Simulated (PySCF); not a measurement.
**Basis-set dependence of population analyses: methyl propyl ether**

Methyl propyl ether, C4H10O.
Geometry (PBE0-D3(BJ)/def2-SVP, Å), atoms numbered from 1 in this order:
```xyz
15
C4H10O angstrom
C     -1.9764   -0.9302   -0.7530
C     -0.4682   -0.7672   -0.8337
C      0.0766    0.1845    0.2090
O      1.4624    0.2809    0.0681
C      2.0559    1.1391    0.9872
H     -2.3453   -1.6250   -1.5217
H     -2.4951    0.0310   -0.8999
H     -2.2883   -1.3260    0.2272
H     -0.1712   -0.3942   -1.8278
H      0.0343   -1.7403   -0.7072
H     -0.1887   -0.1738    1.2280
H     -0.3982    1.1842    0.0981
H      3.1386    1.1462    0.7977
H      1.8859    0.8133    2.0337
H      1.6775    2.1776    0.8943
```

PBE0 throughout (PySCF), one geometry, spherical d and f functions. The structure is a single PBE0-D3(BJ)/def2-SVP conformer in the gas phase; no vibrational or solvent corrections. Atoms taken as equivalent share a column and are averaged. The first 7 of 9 kinds of atom are listed.

Mulliken charges (e):

```
        basis  functions      C1      C2      C3      O4      C5  H6/H7/H8  H9/H10
       STO-3G         35  -0.231  -0.144  -0.034  -0.218  -0.126    +0.078  +0.083
        6-31G         65  -0.504  -0.323  -0.036  -0.527  -0.223    +0.166  +0.178
     pcSseg-0         65  -0.656  -0.539  -0.067  -0.684  -0.294    +0.231  +0.251
       6-31G*         90  -0.536  -0.342  -0.038  -0.469  -0.256    +0.175  +0.179
     def2-SVP        120  -0.101  -0.104  +0.157  -0.403  +0.120    +0.044  +0.047
      cc-pVDZ        120  -0.099  -0.111  +0.115  -0.322  +0.069    +0.045  +0.044
     pcSseg-1        135  -0.301  -0.283  +0.064  -0.506  -0.037    +0.115  +0.125
6-311+G(2d,p)        195  -0.565  -0.097  -0.164  -0.308  -0.201    +0.144  +0.135
  aug-cc-pVDZ        205  +0.412  +0.499  +0.818  -0.557  +0.719    -0.126  -0.223
    def2-TZVP        215  -0.384  -0.142  -0.055  -0.265  -0.219    +0.121  +0.103
     IGLO-III        275  -0.374  -0.204  -0.049  -0.269  -0.228    +0.116  +0.125
      cc-pVTZ        290  -0.310  -0.167  +0.058  -0.252  -0.106    +0.097  +0.094
     pcSseg-2        320  -0.077  -0.039  +0.206  -0.415  +0.131    +0.029  +0.028
```

IAO charges (e):

```json
{"basis": "STO-3G", "functions": "35", "C1": "-0.392", "C2": "-0.263", "C3": "-0.122", "O4": "-0.219", "C5": "-0.261", "H6/H7/H8": "+0.133", "H9/H10": "+0.138"}
{"basis": "6-31G", "functions": "65", "C1": "-0.432", "C2": "-0.258", "C3": "-0.068", "O4": "-0.362", "C5": "-0.235", "H6/H7/H8": "+0.143", "H9/H10": "+0.146"}
{"basis": "pcSseg-0", "functions": "65", "C1": "-0.426", "C2": "-0.269", "C3": "-0.061", "O4": "-0.361", "C5": "-0.216", "H6/H7/H8": "+0.141", "H9/H10": "+0.148"}
{"basis": "6-31G*", "functions": "90", "C1": "-0.412", "C2": "-0.250", "C3": "-0.033", "O4": "-0.376", "C5": "-0.193", "H6/H7/H8": "+0.137", "H9/H10": "+0.138"}
{"basis": "def2-SVP", "functions": "120", "C1": "-0.401", "C2": "-0.243", "C3": "-0.028", "O4": "-0.374", "C5": "-0.184", "H6/H7/H8": "+0.133", "H9/H10": "+0.134"}
{"basis": "cc-pVDZ", "functions": "120", "C1": "-0.410", "C2": "-0.248", "C3": "-0.033", "O4": "-0.374", "C5": "-0.193", "H6/H7/H8": "+0.136", "H9/H10": "+0.136"}
{"basis": "pcSseg-1", "functions": "135", "C1": "-0.411", "C2": "-0.249", "C3": "-0.034", "O4": "-0.383", "C5": "-0.192", "H6/H7/H8": "+0.136", "H9/H10": "+0.138"}
{"basis": "6-311+G(2d,p)", "functions": "195", "C1": "-0.424", "C2": "-0.256", "C3": "-0.037", "O4": "-0.392", "C5": "-0.202", "H6/H7/H8": "+0.141", "H9/H10": "+0.141"}
{"basis": "aug-cc-pVDZ", "functions": "205", "C1": "-0.421", "C2": "-0.254", "C3": "-0.036", "O4": "-0.390", "C5": "-0.200", "H6/H7/H8": "+0.140", "H9/H10": "+0.140"}
{"basis": "def2-TZVP", "functions": "215", "C1": "-0.424", "C2": "-0.257", "C3": "-0.035", "O4": "-0.390", "C5": "-0.199", "H6/H7/H8": "+0.140", "H9/H10": "+0.141"}
{"basis": "IGLO-III", "functions": "275", "C1": "-0.425", "C2": "-0.257", "C3": "-0.037", "O4": "-0.392", "C5": "-0.202", "H6/H7/H8": "+0.141", "H9/H10": "+0.141"}
{"basis": "cc-pVTZ", "functions": "290", "C1": "-0.425", "C2": "-0.257", "C3": "-0.036", "O4": "-0.387", "C5": "-0.201", "H6/H7/H8": "+0.141", "H9/H10": "+0.141"}
{"basis": "pcSseg-2", "functions": "320", "C1": "-0.424", "C2": "-0.256", "C3": "-0.035", "O4": "-0.391", "C5": "-0.200", "H6/H7/H8": "+0.140", "H9/H10": "+0.141"}
```

Hirshfeld charges (e):

| basis | functions | C1 | C2 | C3 | O4 | C5 | H6/H7/H8 | H9/H10 |
| --- | --- | --- | --- | --- | --- | --- | --- | --- |
| STO-3G | 35 | -0.039 | -0.010 | +0.058 | -0.151 | +0.034 | +0.014 | +0.015 |
| 6-31G | 65 | -0.098 | -0.052 | +0.017 | -0.167 | -0.023 | +0.034 | +0.036 |
| pcSseg-0 | 65 | -0.100 | -0.052 | +0.014 | -0.143 | -0.030 | +0.035 | +0.033 |
| 6-31G* | 90 | -0.099 | -0.056 | +0.013 | -0.152 | -0.026 | +0.035 | +0.035 |
| def2-SVP | 120 | -0.110 | -0.067 | +0.005 | -0.132 | -0.039 | +0.038 | +0.037 |
| cc-pVDZ | 120 | -0.107 | -0.066 | +0.005 | -0.124 | -0.039 | +0.037 | +0.036 |
| pcSseg-1 | 135 | -0.112 | -0.071 | +0.004 | -0.140 | -0.040 | +0.039 | +0.038 |
| 6-311+G(2d,p) | 195 | -0.113 | -0.077 | -0.002 | -0.148 | -0.041 | +0.040 | +0.041 |
| aug-cc-pVDZ | 205 | -0.120 | -0.081 | -0.005 | -0.142 | -0.048 | +0.042 | +0.043 |
| def2-TZVP | 215 | -0.116 | -0.076 | -0.003 | -0.141 | -0.045 | +0.041 | +0.041 |
| IGLO-III | 275 | -0.120 | -0.080 | -0.005 | -0.142 | -0.048 | +0.042 | +0.042 |
| cc-pVTZ | 290 | -0.117 | -0.076 | -0.002 | -0.135 | -0.046 | +0.041 | +0.041 |
| pcSseg-2 | 320 | -0.121 | -0.080 | -0.006 | -0.141 | -0.049 | +0.042 | +0.042 |

Some averages cover members that differ in this geometry, most widely: H6/H7/H8, Mulliken in aug-cc-pVDZ -0.143 to -0.118 e.

Problem. Which scheme is steadiest as the basis changes?

Solution. Largest range over the bases for any column: Hirshfeld 0.08 e, IAO 0.17 e, Mulliken 1.07 e. Hirshfeld charges move least and Mulliken charges most, counted in e. Without the minimal STO-3G basis the ranges are Hirshfeld 0.04, IAO 0.05, Mulliken 1.07 e.

Problem. How much do the charges still move between the two largest bases, cc-pVTZ and pcSseg-2?

Solution. At most, over all atoms: Mulliken 0.237 e, IAO 0.004 e, Hirshfeld 0.006 e.

Problem. What do the same runs give for the total energy, the frontier levels and the dipole moment?

Solution. 
```
        basis  energy (Eh)  HOMO (eV)  LUMO (eV)  μ (D)
       STO-3G    -230.4840      -3.98       8.86   0.99
        6-31G    -233.3029      -7.05       2.80   1.37
     pcSseg-0    -232.8291      -7.12       2.26   1.50
       6-31G*    -233.3704      -7.09       2.88   1.03
     def2-SVP    -233.2062      -7.22       1.90   1.07
      cc-pVDZ    -233.3856      -7.14       2.00   0.95
     pcSseg-1    -233.3477      -7.31       1.56   1.13
6-311+G(2d,p)    -233.4455      -7.38       0.44   1.06
  aug-cc-pVDZ    -233.4029      -7.36      -0.02   1.00
    def2-TZVP    -233.4639      -7.36       1.25   0.98
     IGLO-III    -233.4714      -7.37       0.84   1.00
      cc-pVTZ    -233.4588      -7.32       1.30   0.96
     pcSseg-2    -233.4665      -7.39       0.67   1.02
```

The dipole is fixed by the density alone, so its range of 0.55 D shows that the density itself changes with the basis, not only its division among atoms.
